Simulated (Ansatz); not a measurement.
Nudged elastic band run: ClFH₄Si

Input:

```yaml
crystal:
  periodic: [false, false, false]
  atoms:
    - { symbol: Si, position_ang: [-0.240868, -0.259722, -0.035543] }
    - { symbol: H, position_ang: [-0.542744, -0.462113, 1.402264] }
    - { symbol: Cl, position_ang: [1.841444, -0.173586, -0.264982] }
    - { symbol: H, position_ang: [-0.819592, 0.998082, -0.567899] }
    - { symbol: H, position_ang: [-0.696205, -1.427469, -0.837371] }
    - { symbol: F, position_ang: [0.984685, 2.054629, 1.590448] }
    - { symbol: H, position_ang: [1.63568, 1.576379, 1.130384] }
basis:
  gaussian: { orbitals: def2-SVP }
hamiltonian:
  xc: pbe0
  dispersion: d4
neb:
  order_check: false
  images: 5
  f_tol: 0.03
  max_iterations: 60
  final_atoms:
    - { symbol: Si, position_ang: [0.01393122, 0.4518988, -0.65591284] }
    - { symbol: H, position_ang: [0.81343166, -0.25736727, 3.06728815] }
    - { symbol: Cl, position_ang: [1.87520498, -0.22951714, -1.1732258] }
    - { symbol: H, position_ang: [-0.60400331, 1.11455119, -1.82879528] }
    - { symbol: H, position_ang: [-0.79001909, -0.67131977, -0.11903141] }
    - { symbol: F, position_ang: [0.17770239, 1.56022048, 0.51388007] }
    - { symbol: H, position_ang: [0.67615215, 0.3377337, 2.61309812] }
  initial_path:
    images:
      - { positions_ang: [[-0.240868, -0.259722, -0.035543], [-0.542744, -0.462113, 1.402264], [1.841444, -0.173586, -0.264982], [-0.819592, 0.998082, -0.567899], [-0.696205, -1.427469, -0.837371], [0.984685, 2.054629, 1.590448], [1.63568, 1.576379, 1.130384]] }
      - { positions_ang: [[-0.15222123, -0.17230399, -0.03141155], [-0.39583628, -0.31147512, 1.52895563], [1.92046919, -0.11342252, -0.37320229], [-0.75539938, 1.06456586, -0.56127913], [-0.67299238, -1.34671512, -0.74651728], [0.98035529, 1.86735213, 1.27746032], [1.2380248, 1.31819876, 1.32329531]] }
      - { positions_ang: [[-0.06357446, -0.08488597, -0.02728011], [-0.24892856, -0.16083725, 1.65564725], [1.99949437, -0.05325905, -0.48142259], [-0.69120676, 1.13104972, -0.55465926], [-0.64977976, -1.26596124, -0.65566356], [0.97602557, 1.68007527, 0.96447263], [0.84036961, 1.06001852, 1.51620663]] }
      - { positions_ang: [[0.0250723, 0.00253204, -0.02314866], [-0.10202084, -0.01019937, 1.78233888], [2.07851956, 0.00690443, -0.58964288], [-0.62701415, 1.19753358, -0.54803938], [-0.62656714, -1.18520736, -0.56480984], [0.97169586, 1.4927984, 0.65148495], [0.44271441, 0.80183828, 1.70911794]] }
      - { positions_ang: [[0.02135861, 0.15232096, -0.23407005], [0.20312999, -0.09258867, 2.2106553], [2.01074803, -0.07190276, -0.78417052], [-0.61934387, 1.16987278, -0.97495802], [-0.68105112, -1.0139115, -0.41621703], [0.70703137, 1.51527243, 0.60561665], [0.52052699, 0.64713676, 2.01044467]] }
      - { positions_ang: [[0.01764492, 0.30210988, -0.44499145], [0.50828082, -0.17497797, 2.63897173], [1.94297651, -0.15070995, -0.97869816], [-0.61167359, 1.14221199, -1.40187665], [-0.7355351, -0.84261563, -0.26762422], [0.44236688, 1.53774645, 0.55974836], [0.59833957, 0.49243523, 2.31177139]] }
      - { positions_ang: [[0.01393122, 0.4518988, -0.65591284], [0.81343166, -0.25736727, 3.06728815], [1.87520498, -0.22951714, -1.1732258], [-0.60400331, 1.11455119, -1.82879528], [-0.79001909, -0.67131977, -0.11903141], [0.17770239, 1.56022048, 0.51388007], [0.67615215, 0.3377337, 2.61309812]] }
```

Run as:

```bash
$ ansatz run input.yaml --threads 1 --pin off --max-ram 2048MiB --backend cpu --events-out ev --progress --plain --runs-dir out
```

Output, in part (warnings, iteration lines, the closing report on the highest movable image, with atoms numbered from 0):

```
NEB end point (image 0): max|allowed force component| = 2.519e-2 eV/Å (the criterion of neb.relax_end_points is 1.000e-2)
NEB end point (image 6): max|allowed force component| = 1.762e-2 eV/Å (the criterion of neb.relax_end_points is 1.000e-2)
NEB iter   1: max|band force component| = 6.673e1 eV/Å  barrier→ = 7.6918 eV  barrier← = 8.5594 eV  Δτ_max = 0.2000 Å  (156 SCF iters)
NEB iter   2: max|band force component| = 2.250e0 eV/Å  barrier→ = 1.8478 eV  barrier← = 2.7154 eV  Δτ_max = 0.2000 Å  (138 SCF iters)
NEB iter   3: max|band force component| = 8.469e-1 eV/Å  barrier→ = 1.3941 eV  barrier← = 2.2617 eV  Δτ_max = 0.1999 Å  (133 SCF iters)
NEB iter   4: max|band force component| = 8.537e-1 eV/Å  barrier→ = 1.2353 eV  barrier← = 2.1029 eV  Δτ_max = 0.0989 Å  (125 SCF iters)
NEB iter   5: max|band force component| = 5.374e-1 eV/Å  barrier→ = 1.1872 eV  barrier← = 2.0548 eV  Δτ_max = 0.0996 Å  (118 SCF iters)
NEB iter   6: max|band force component| = 5.687e-1 eV/Å  barrier→ = 1.0273 eV  barrier← = 1.8948 eV  Δτ_max = 0.0499 Å  (118 SCF iters)
NEB iter   7: max|band force component| = 1.019e0 eV/Å  barrier→ = 0.9090 eV  barrier← = 1.7766 eV  CI = image 3  Δτ_max = 0.0506 Å  (113 SCF iters)
NEB iter   8: max|band force component| = 1.048e0 eV/Å  barrier→ = 1.0199 eV  barrier← = 1.8875 eV  CI = image 3  Δτ_max = 0.1026 Å  (116 SCF iters)
NEB iter   9: max|band force component| = 1.172e0 eV/Å  barrier→ = 1.2377 eV  barrier← = 2.1053 eV  CI = image 3  Δτ_max = 0.1301 Å  (115 SCF iters)
NEB iter  10: max|band force component| = 7.125e-1 eV/Å  barrier→ = 1.4585 eV  barrier← = 2.3261 eV  CI = image 3  Δτ_max = 0.0336 Å  (118 SCF iters)
NEB iter  11: max|band force component| = 2.854e-1 eV/Å  barrier→ = 1.4527 eV  barrier← = 2.3203 eV  CI = image 3  Δτ_max = 0.0349 Å  (112 SCF iters)
NEB iter  12: max|band force component| = 1.452e-1 eV/Å  barrier→ = 1.4458 eV  barrier← = 2.3134 eV  CI = image 3  Δτ_max = 0.0206 Å  (108 SCF iters)
NEB iter  13: max|band force component| = 9.010e-2 eV/Å  barrier→ = 1.4450 eV  barrier← = 2.3126 eV  CI = image 3  Δτ_max = 0.0277 Å  (109 SCF iters)
NEB iter  14: max|band force component| = 5.250e-2 eV/Å  barrier→ = 1.4442 eV  barrier← = 2.3118 eV  CI = image 3  Δτ_max = 0.0328 Å  (105 SCF iters)
NEB iter  15: max|band force component| = 5.680e-2 eV/Å  barrier→ = 1.4433 eV  barrier← = 2.3109 eV  CI = image 3  Δτ_max = 0.0165 Å  (111 SCF iters)
NEB iter  16: max|band force component| = 6.861e-2 eV/Å  barrier→ = 1.4426 eV  barrier← = 2.3101 eV  CI = image 3  Δτ_max = 0.0082 Å  (106 SCF iters)
NEB iter  17: max|band force component| = 6.554e-2 eV/Å  barrier→ = 1.4422 eV  barrier← = 2.3098 eV  CI = image 3  Δτ_max = 0.0165 Å  (101 SCF iters)
NEB iter  18: max|band force component| = 4.048e-2 eV/Å  barrier→ = 1.4415 eV  barrier← = 2.3091 eV  CI = image 3  Δτ_max = 0.0328 Å  (104 SCF iters)
NEB iter  19: max|band force component| = 4.357e-2 eV/Å  barrier→ = 1.4407 eV  barrier← = 2.3083 eV  CI = image 3  Δτ_max = 0.0634 Å  (112 SCF iters)
NEB iter  20: max|band force component| = 2.813e-2 eV/Å  barrier→ = 1.4403 eV  barrier← = 2.3079 eV  CI = image 3  Δτ_max = 0.0139 Å  (104 SCF iters)
NEB iter  21: max|band force component| = 3.730e-2 eV/Å  barrier→ = 1.4398 eV  barrier← = 2.3074 eV  CI = image 3  Δτ_max = 0.0652 Å  (22 SCF iters)
NEB iter  22: max|band force component| = 3.439e-2 eV/Å  barrier→ = 1.4393 eV  barrier← = 2.3069 eV  CI = image 3  Δτ_max = 0.0524 Å  (112 SCF iters)
NEB iter  23: max|band force component| = 2.012e-2 eV/Å  barrier→ = 1.4389 eV  barrier← = 2.3065 eV  CI = image 3  Δτ_max = 0.0224 Å  (105 SCF iters)
NEB iter  24: max|band force component| = 3.375e-2 eV/Å  barrier→ = 1.4383 eV  barrier← = 2.3059 eV  CI = image 3  Δτ_max = 0.0652 Å  (23 SCF iters)
NEB iter  25: max|band force component| = 3.251e-2 eV/Å  barrier→ = 1.4379 eV  barrier← = 2.3055 eV  CI = image 3  Δτ_max = 0.0653 Å  (117 SCF iters)
NEB iter  26: max|band force component| = 5.540e-2 eV/Å  barrier→ = 1.4381 eV  barrier← = 2.3057 eV  CI = image 3  Δτ_max = 0.0328 Å  (113 SCF iters)
NEB iter  27: max|band force component| = 3.356e-2 eV/Å  barrier→ = 1.4371 eV  barrier← = 2.3047 eV  CI = image 3  Δτ_max = 0.0164 Å  (114 SCF iters)
NEB iter  28: max|band force component| = 2.708e-2 eV/Å  barrier→ = 1.4368 eV  barrier← = 2.3043 eV  CI = image 3  Δτ_max = 0.0000 Å  (225 SCF iters)
Total energy: -23163.24790757 eV, -851.2336599897 hartree
Atom 0 at     0.203564     0.158561    -0.034514 Å, force    -0.003451     0.007299    -0.011052 eV/Å
Atom 1 at    -0.347378     0.041443     1.572293 Å, force    -0.003644    -0.000268     0.005548 eV/Å
Atom 2 at     2.012700    -0.133362    -1.005048 Å, force     0.002463     0.000645    -0.002307 eV/Å
Atom 3 at    -0.689253     1.150810    -0.672638 Å, force    -0.000164    -0.000915    -0.001380 eV/Å
Atom 4 at    -0.370132    -1.210623    -0.193923 Å, force     0.004112    -0.001545     0.003834 eV/Å
Atom 5 at     1.059625     1.472476     1.088327 Å, force     0.003162    -0.008014    -0.002263 eV/Å
Atom 6 at     0.293274     0.826896     1.662804 Å, force    -0.002479     0.002799     0.007620 eV/Å
Dipole moment:    -0.336276    -0.049237     0.212315 e Å
```

The run converged. The band force fell under the threshold earlier too, but the program's further tests of the path sent the band on. Neighbouring images differ by up to 2.1 eV, so the band resolves the path poorly. A vibrational analysis at the climbing image gives one clearly imaginary mode, 1106i cm⁻¹: a first-order saddle point. The orbitals stay closed-shell, which can raise the energy where a bond breaks towards radicals; this wasn't checked here.

Final band (atoms are numbered from 1 in the order of the input):

```json
{"image": "0", "path coordinate (Å)": "0.00", "energy (eV)": "0.00", "Si1–H2 (Å)": "1.48", "F6–H7 (Å)": "0.93", "Si1–F6 (Å)": "3.08"}
{"image": "1", "path coordinate (Å)": "0.92", "energy (eV)": "0.14", "Si1–H2 (Å)": "1.49", "F6–H7 (Å)": "0.92", "Si1–F6 (Å)": "3.00"}
{"image": "2", "path coordinate (Å)": "1.84", "energy (eV)": "0.36", "Si1–H2 (Å)": "1.51", "F6–H7 (Å)": "0.93", "Si1–F6 (Å)": "2.66"}
{"image": "3", "path coordinate (Å)": "2.75", "energy (eV)": "1.44", "Si1–H2 (Å)": "1.70", "F6–H7 (Å)": "1.16", "Si1–F6 (Å)": "1.93"}
{"image": "4", "path coordinate (Å)": "4.21", "energy (eV)": "-0.68", "Si1–H2 (Å)": "2.79", "F6–H7 (Å)": "2.05", "Si1–F6 (Å)": "1.62"}
{"image": "5", "path coordinate (Å)": "5.66", "energy (eV)": "-0.87", "Si1–H2 (Å)": "3.94", "F6–H7 (Å)": "2.45", "Si1–F6 (Å)": "1.62"}
{"image": "6", "path coordinate (Å)": "7.12", "energy (eV)": "-0.87", "Si1–H2 (Å)": "3.87", "F6–H7 (Å)": "2.48", "Si1–F6 (Å)": "1.62"}
```

Time of the run: 4.4 min on 1 thread of Arm Neoverse V1, with other jobs on the host, peak memory 0.13 GiB.
